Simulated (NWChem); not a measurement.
# A workflow on the pair N2O···CH2FN

Wanted: the energy (singlet CH2FN3O, CAM-B3LYP-D3(BJ)/STO-3G), then the energy (singlet N2O, CAM-B3LYP-D3(BJ)/STO-3G), then a single-point energy (singlet CH2FN, CAM-B3LYP-D3(BJ)/STO-3G), then a single-point energy (singlet N2O, CAM-B3LYP-D3(BJ)/STO-3G), then a single-point energy (singlet CH2FN, CAM-B3LYP-D3(BJ)/STO-3G) of CH2FN3O and its partners. 

The results are computed with NWChem 7.3.0.

## 1. The structure to begin with

The species is CH2FN3O (8 atoms), meant as a singlet with charge 0. The two molecules were placed rigidly side by side, at 0.8 times their contact distance; the pair isn't optimised.

Bond lengths: N1–N2 1.118 Å, N2–O3 1.174 Å, N4–C5 1.242 Å, C5–F6 1.328 Å, N4–H7 1.016 Å, C5–H8 1.092 Å. Angles: N1–N2–O3 180.0°, N4–C5–F6 120.0°, N4–C5–H8 129.8°, F6–C5–H8 110.2°, C5–N4–H7 110.6°.

## 2. A single-point energy at CAM-B3LYP-D3(BJ)/STO-3G (run 1)

Contents of ch2fn3o.nw:

```
echo
start ch2fn3o
title "CH2FN3O"
memory 2200 mb
geometry units bohr noautosym nocenter noautoz
N   -0.96697286   1.89218277  -0.31728502
N   -0.01587370   0.03118048  -0.00529123
O    0.98284656  -1.92336325   0.32257625
N   -1.57982994  -5.70865475  -6.27585605
C    0.17081234  -4.50145991  -5.28286166
F    0.98303553  -5.12268848  -2.99013254
H   -1.97892120  -5.00732070  -8.01746544
H    1.24614210  -2.89757376  -6.00929128
end
basis spherical bse
N library STO-3G
O library STO-3G
C library STO-3G
F library STO-3G
H library STO-3G
end
dft
xc xcamb88 1.00 lyp 0.81 vwn_5 0.19 hfexch 1.00
cam 0.33 cam_alpha 0.19 cam_beta 0.46
disp vdw 4
grid fine
convergence energy 1e-08
direct
maxiter 100
mulliken
noprint "final vectors analysis"
end
task dft energy
```

Launch:

```bash
$ nwchem ch2fn3o.nw > ch2fn3o.out
```

What it wrote, shortened:

```text
[...]
          Wavefunction type:  closed shell.
          No. of atoms     :     8
          No. of electrons :    46
[...]
          Charge           :     0
          Spin multiplicity:     1
[...]
          AO basis - number of functions:    32
[...]
              XC Information
              --------------
                     Hartree-Fock (Exact) Exchange  1.000
                   CAM-Becke88 Exchange Functional  1.000
                      VWN V Correlation Functional  0.190 local
              Lee-Yang-Parr Correlation Functional  0.810
[...]
 d= 0,ls=0.0,diis     1   -372.8268003664 -5.79D+02  7.18D-02  2.12D+00     0.5
[...]
 d= 0,ls=0.0,diis    12   -373.1250372813 -3.41D-09  3.64D-07  1.48D-10     3.9
         Total DFT energy =     -373.125037281269
      One electron energy =     -920.955353628370
           Coulomb energy =      387.433605546441
    Exchange-Corr. energy =      -45.719802985542
 Nuclear repulsion energy =      206.119542240975
    Dispersion correction =       -0.003028454773
[...]
      Total Density - Mulliken Population Analysis
     ---------------------------------------------
    Atom       Charge   Shell Charges
 -----------   ------   -------------------------------------------------------
    1 N    7     7.06   2.00  1.79  3.28
    2 N    7     6.86   2.00  1.26  3.61
    3 O    8     8.07   2.00  1.89  4.19
    4 N    7     7.34   2.00  1.66  3.69
    5 C    6     5.86   1.99  1.09  2.78
    6 F    9     9.06   2.00  1.94  5.11
    7 H    1     0.81   0.81
    8 H    1     0.92   0.92
[...]
```

Run time: 4.5 s. Hardware: 1 thread of AMD EPYC 9R14 (Zen 4), shared host; peak memory 0.12 GiB.

## 3. N2O: a single-point energy at CAM-B3LYP-D3(BJ)/STO-3G (run 2)

Contents of work.nw:

```
start work
title "N2O CAM-B3LYP"
memory 2200 mb
geometry noautosym nocenter noautoz
  N     -0.511700     1.001300    -0.167900
  N     -0.008400     0.016500    -0.002800
  O      0.520100    -1.017800     0.170700
end
basis spherical bse
  * library STO-3G
end
dft
  xc xcamb88 1.00 lyp 0.81 vwn_5 0.19 hfexch 1.00
  cam 0.33 cam_alpha 0.19 cam_beta 0.46
  disp vdw 4
  grid fine
  convergence energy 1e-08
  direct
  maxiter 100
  mulliken
  noprint "final vectors analysis"
end
task dft energy
```

Launch:

```bash
$ nwchem work.nw > work.out
```

What it wrote, shortened:

```text
[...]
          Wavefunction type:  closed shell.
          No. of atoms     :     3
          No. of electrons :    22
[...]
          Charge           :     0
          Spin multiplicity:     1
[...]
          AO basis - number of functions:    15
[...]
              XC Information
              --------------
                     Hartree-Fock (Exact) Exchange  1.000
                   CAM-Becke88 Exchange Functional  1.000
                      VWN V Correlation Functional  0.190 local
              Lee-Yang-Parr Correlation Functional  0.810
[...]
 d= 0,ls=0.0,diis     1   -181.8722298859 -2.43D+02  1.11D-01  1.21D+00     0.1
[...]
 d= 0,ls=0.0,diis     8   -182.0210115018 -1.79D-11  9.75D-07  3.06D-10     0.4
         Total DFT energy =     -182.021011501809
      One electron energy =     -369.164489211472
           Coulomb energy =      147.992138731126
    Exchange-Corr. energy =      -22.195820687664
 Nuclear repulsion energy =       61.347866173554
    Dispersion correction =       -0.000706507353
[...]
      Total Density - Mulliken Population Analysis
     ---------------------------------------------
    Atom       Charge   Shell Charges
 -----------   ------   -------------------------------------------------------
    1 N    7     7.06   2.00  1.79  3.28
    2 N    7     6.86   2.00  1.26  3.61
    3 O    8     8.08   2.00  1.89  4.19
[...]
```

Run time: 1.1 s. Hardware: 1 thread of AMD EPYC 9R14 (Zen 4), shared host; peak memory 0.11 GiB.

## 4. CH2FN: the energy at CAM-B3LYP-D3(BJ)/STO-3G (run 3)

Contents of sp.nw:

```
start sp
title "CH2FN CAM-B3LYP"
memory total 2200 mb

geometry units bohr noautosym nocenter noautoz
N  -1.57982994 -5.70865475 -6.27585605
C   0.17081234 -4.50145991 -5.28286166
F   0.98303553 -5.12268848 -2.99013254
H  -1.97892120 -5.00732070 -8.01746544
H   1.24614210 -2.89757376 -6.00929128
end

basis spherical bse
* library STO-3G
end

dft
xc xcamb88 1.00 lyp 0.81 vwn_5 0.19 hfexch 1.00
cam 0.33 cam_alpha 0.19 cam_beta 0.46
mult 1
disp vdw 4
grid fine
convergence energy 1e-08
direct
maxiter 100
mulliken
print low
end

task dft energy
```

Launch:

```bash
$ nwchem sp.nw > sp.out
```

What it wrote, shortened:

```text
[...]
 d= 0,ls=0.0,diis     1   -190.9587236755 -2.60D+02  9.01D-02  8.74D-01     0.2
[...]
 d= 0,ls=0.0,diis     8   -191.1035440684 -1.33D-09  8.88D-06  1.85D-08     0.9
         Total DFT energy =     -191.103544068371
      One electron energy =     -399.446805054766
           Coulomb energy =      163.310946525410
    Exchange-Corr. energy =      -23.524013591822
 Nuclear repulsion energy =       68.557565356681
    Dispersion correction =       -0.001237303875
[...]
      Total Density - Mulliken Population Analysis
     ---------------------------------------------
    Atom       Charge   Shell Charges
 -----------   ------   -------------------------------------------------------
    1 N    7     7.34   2.00  1.66  3.69
    2 C    6     5.86   1.99  1.09  2.78
    3 F    9     9.06   2.00  1.94  5.12
    4 H    1     0.81   0.81
    5 H    1     0.92   0.92
[...]
```

It took 1.5 s on 1 thread of AMD EPYC 9R14 (Zen 4), shared host; peak memory 0.12 GiB.

## 5. N2O among ghost functions: the energy at CAM-B3LYP-D3(BJ)/STO-3G (with ghost functions) (run 4)

Contents of job.nw:

```
start job
title "N2O energy"
memory total 2200 mb

geometry noautosym nocenter noautoz
 N       -0.511700       1.001300      -0.167900
 N       -0.008400       0.016500      -0.002800
 O        0.520100      -1.017800       0.170700
 bqN     -0.836010    -3.020890    -3.321040
 bqC      0.090390    -2.382070    -2.795570
 bqF      0.520200    -2.710810    -1.582310
 bqH     -1.047200    -2.649760    -4.242660
 bqH      0.659430    -1.533330    -3.179980
end

basis spherical bse
 N library STO-3G
 O library STO-3G
 bqN library N STO-3G
 bqC library C STO-3G
 bqF library F STO-3G
 bqH library H STO-3G
end

dft
 xc xcamb88 1.00 lyp 0.81 vwn_5 0.19 hfexch 1.00
 cam 0.33 cam_alpha 0.19 cam_beta 0.46
 disp vdw 4
 grid fine
 convergence energy 1e-08
 direct
 maxiter 100
 mulliken
 noprint "final vectors analysis"
end

task dft energy
```

Launch:

```bash
$ nwchem job.nw > job.out
```

What it wrote, shortened:

```text
[...]
          Wavefunction type:  closed shell.
          No. of atoms     :     8
          No. of electrons :    22
[...]
          Charge           :     0
          Spin multiplicity:     1
[...]
          AO basis - number of functions:    32
[...]
              XC Information
              --------------
                     Hartree-Fock (Exact) Exchange  1.000
                   CAM-Becke88 Exchange Functional  1.000
                      VWN V Correlation Functional  0.190 local
              Lee-Yang-Parr Correlation Functional  0.810
[...]
 d= 0,ls=0.0,diis     1   -181.8727355619 -2.43D+02  5.19D-02  1.21D+00     0.4
[...]
 d= 0,ls=0.0,diis     8   -182.0214694395 -1.85D-11  4.50D-07  2.99D-10     2.3
         Total DFT energy =     -182.021469439526
      One electron energy =     -369.158531548434
           Coulomb energy =      147.985001479362
    Exchange-Corr. energy =      -22.195099036654
 Nuclear repulsion energy =       61.347866173554
    Dispersion correction =       -0.000706507353
[...]
      Total Density - Mulliken Population Analysis
     ---------------------------------------------
    Atom       Charge   Shell Charges
 -----------   ------   -------------------------------------------------------
    1 N    7     7.06   2.00  1.79  3.28
    2 N    7     6.86   2.00  1.26  3.61
    3 O    8     8.08   2.00  1.89  4.19
    4 X    0    -0.00   0.00  0.00 -0.00
    5 X    0     0.00   0.00  0.00  0.00
    6 X    0     0.00   0.00  0.00  0.00
    7 X    0     0.00   0.00
    8 X    0     0.00   0.00
[...]
```

Run time: 2.9 s. Hardware: 1 thread of AMD EPYC 9R14 (Zen 4), shared host; peak memory 0.12 GiB.

## 6. CH2FN among ghost functions: a single-point energy at CAM-B3LYP-D3(BJ)/STO-3G (with ghost functions) (run 5)

Contents of ch2fn.nw:

```
start ch2fn
memory total 2200 mb

geometry units angstrom noautosym nocenter noautoz
  N       -0.836010      -3.020890      -3.321040
  C        0.090390      -2.382070      -2.795570
  F        0.520200      -2.710810      -1.582310
  H       -1.047200      -2.649760      -4.242660
  H        0.659430      -1.533330      -3.179980
  bqN     -0.511700     1.001300    -0.167900
  bqN     -0.008400     0.016500    -0.002800
  bqO      0.520100    -1.017800     0.170700
end

basis "ao basis" spherical bse
  N library STO-3G
  C library STO-3G
  F library STO-3G
  H library STO-3G
  bqN library N STO-3G
  bqO library O STO-3G
end

dft
  xc xcamb88 1.00 lyp 0.81 vwn_5 0.19 hfexch 1.00
  cam 0.33 cam_alpha 0.19 cam_beta 0.46
  mult 1
  disp vdw 4
  grid fine
  convergence energy 1e-08
  direct
  maxiter 100
  mulliken
  noprint "final vectors analysis"
end

task dft energy
```

Launch:

```bash
$ nwchem ch2fn.nw > ch2fn.out
```

What it wrote, shortened:

```text
[...]
          Wavefunction type:  closed shell.
          No. of atoms     :     8
          No. of electrons :    24
[...]
          Charge           :     0
          Spin multiplicity:     1
[...]
          AO basis - number of functions:    32
[...]
              XC Information
              --------------
                     Hartree-Fock (Exact) Exchange  1.000
                   CAM-Becke88 Exchange Functional  1.000
                      VWN V Correlation Functional  0.190 local
              Lee-Yang-Parr Correlation Functional  0.810
[...]
 d= 0,ls=0.0,diis     1   -190.9594317208 -2.60D+02  4.79D-02  8.74D-01     0.4
[...]
 d= 0,ls=0.0,diis     8   -191.1041871713 -1.33D-09  4.71D-06  1.85D-08     2.4
         Total DFT energy =     -191.104187171252
      One electron energy =     -399.440435712440
           Coulomb energy =      163.303074341235
    Exchange-Corr. energy =      -23.523158831846
 Nuclear repulsion energy =       68.557570335683
    Dispersion correction =       -0.001237303883
[...]
      Total Density - Mulliken Population Analysis
     ---------------------------------------------
    Atom       Charge   Shell Charges
 -----------   ------   -------------------------------------------------------
    1 N    7     7.34   2.00  1.66  3.69
    2 C    6     5.86   1.99  1.09  2.78
    3 F    9     9.06   2.00  1.94  5.12
    4 H    1     0.81   0.81
    5 H    1     0.92   0.92
    6 X    0     0.00   0.00  0.00  0.00
    7 X    0     0.00   0.00  0.00  0.00
    8 X    0     0.00   0.00  0.00  0.00
[...]
```

It took 3.3 s on 1 thread of AMD EPYC 9R14 (Zen 4), shared host; peak memory 0.12 GiB.

## 7. Results

| quantity | value |
| --- | --- |
| run 1, CAM-B3LYP-D3(BJ)/STO-3G: total energy | -373.12504 Eh |
| run 1, CAM-B3LYP-D3(BJ)/STO-3G: dipole moment | 1.90 D |
| run 1, CAM-B3LYP-D3(BJ)/STO-3G: dispersion energy | -7.95 kJ/mol |
| N2O: total energy | -182.02101 Eh |
| N2O: dipole moment | 0.51 D |
| N2O: dispersion energy | -1.85 kJ/mol |
| CH2FN: total energy | -191.10354 Eh |
| CH2FN: dispersion energy | -3.25 kJ/mol |
| N2O among ghost functions: total energy | -182.02147 Eh |
| N2O among ghost functions: dipole moment | 0.50 D |
| N2O among ghost functions: dispersion energy | -1.85 kJ/mol |
| CH2FN among ghost functions: total energy | -191.10419 Eh |
| CH2FN among ghost functions: dipole moment | 2.18 D |
| CH2FN among ghost functions: dispersion energy | -3.25 kJ/mol |
| interaction energy of the rigid parts N2O and CH2FN (parts in their own basis; closest atoms 2.44 Å apart) | -0.013 eV |
| interaction energy of the rigid parts N2O and CH2FN (parts in the whole basis, counterpoise; closest atoms 2.44 Å apart) | 0.017 eV |

In words: The interaction energy of the rigid parts N2O and CH2FN (parts in their own basis; closest atoms 2.44 Å apart) is −0.01 eV (−0.3 kcal/mol). Without counterpoise this holds the superposition error of the basis. The interaction energy of the rigid parts N2O and CH2FN (parts in the whole basis, counterpoise; closest atoms 2.44 Å apart) is 0.02 eV (0.4 kcal/mol). The basis-set superposition error is 2.9 kJ/mol. It is larger than the uncorrected attraction, which is thus an artefact of the basis. Mulliken charges (CH2FN) run from -0.34 on N1 to +0.19 on H4.
